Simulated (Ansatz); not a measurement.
Basis-set series for `C[SiH]N` radical. Total charge 0; spin multiplicity 2. All single points use the PBE0-D4/def2-TZVP geometry. It is one conformer, not always the lowest.

```json
{"atom": "C1", "x (Å)": "0.570", "y (Å)": "1.067", "z (Å)": "-0.613"}
{"atom": "Si2", "x (Å)": "-0.653", "y (Å)": "-0.347", "z (Å)": "-0.453"}
{"atom": "N3", "x (Å)": "-0.209", "y (Å)": "-1.307", "z (Å)": "0.916"}
{"atom": "H4", "x (Å)": "0.587", "y (Å)": "1.663", "z (Å)": "0.304"}
{"atom": "H5", "x (Å)": "0.292", "y (Å)": "1.716", "z (Å)": "-1.446"}
{"atom": "H6", "x (Å)": "1.580", "y (Å)": "0.696", "z (Å)": "-0.803"}
{"atom": "H7", "x (Å)": "-2.033", "y (Å)": "0.157", "z (Å)": "-0.169"}
{"atom": "H8", "x (Å)": "-0.866", "y (Å)": "-1.983", "z (Å)": "1.274"}
{"atom": "H9", "x (Å)": "0.733", "y (Å)": "-1.661", "z (Å)": "0.989"}
```

| functional | basis | functions | energy (Eh) | HOMO (eV) | LUMO (eV) |
| --- | --- | --- | --- | --- | --- |
| PBE0-D4 | def2-SVP | 76 | -385.54531 | -4.83 | -1.24 |
| PBE0-D4 | def2-QZVPP | 364 | -385.78025 | -5.03 | -1.44 |
| ωB97M-V | def2-SVP | 76 | -385.69314 | -6.60 | 0.42 |
| ωB97M-V | def2-QZVPP | 364 | -385.93386 | -6.82 | 0.06 |

(1) Give the rows for def2-TZVPP. (Estimate.)

## Answers

(1) Computed: 
```json
{"functional": "PBE0-D4", "basis": "def2-TZVPP", "functions": "188", "energy (Eh)": "-385.76397", "HOMO (eV)": "-4.99", "LUMO (eV)": "-1.36"}
{"functional": "ωB97M-V", "basis": "def2-TZVPP", "functions": "188", "energy (Eh)": "-385.91822", "HOMO (eV)": "-6.77", "LUMO (eV)": "0.20"}
```

HOMO and LUMO are taken over both spins. Positive LUMOs are unbound and depend on the basis.
